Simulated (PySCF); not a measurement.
Values are calculated unless marked as measured or tabulated.
Si2BH6

Si2BH6 is a small molecule (built as: Si site whose three back bonds go to H, H, BHSiH3), neutral, doublet. The structure, one conformer, was relaxed in the gas phase by PBE0-D3(BJ)/def2-SVP. No frequency run checks that it is a minimum.

SMILES: [SiH2]B[SiH3]

Coordinates in Å:
```
Si1    -1.710    0.740    0.303
B2      0.036    0.632   -0.494
Si3     1.336   -0.817   -0.008
H4     -2.222   -0.228    1.316
H5     -2.741    1.780    0.013
H6      0.346    1.471   -1.306
H7      1.736   -1.595   -1.227
H8      2.588   -0.219    0.564
H9      0.804   -1.794    0.997
```

EPR values by unrestricted B3LYP, IGLO-III on B Si, pcH-1 on H.

Q: Predict g and the largest hyperfine couplings. Where does the spin sit?

A: g = 2.0023, 2.0024, 2.0046. The spin sits on Si1 (77 %, bonded to 1 B + 2 H), B2 (29 %, bonded to 2 Si + 1 H) by Mulliken populations.
```
atom  isotope  isotropic (MHz)  dipolar, principal values (MHz)
 Si1     29Si            -74.3               -133.7, 65.4, 68.3
  H4       1H            -28.9                   -8.7, 1.2, 7.5
  H5       1H            -27.4                   -8.6, 1.1, 7.5
  B2      11B              2.1               -14.5, -14.2, 28.7
  H8       1H             25.6                  -1.4, -1.0, 2.3
  H7       1H             24.5                  -1.4, -1.0, 2.3
```

Q: How do the isotropic couplings move with BHandHLYP?

A: Si1 -74.3 to -94.0 MHz, H4 -28.9 to -30.9 MHz, H5 -27.4 to -29.2 MHz, B2 2.1 to -6.4 MHz.
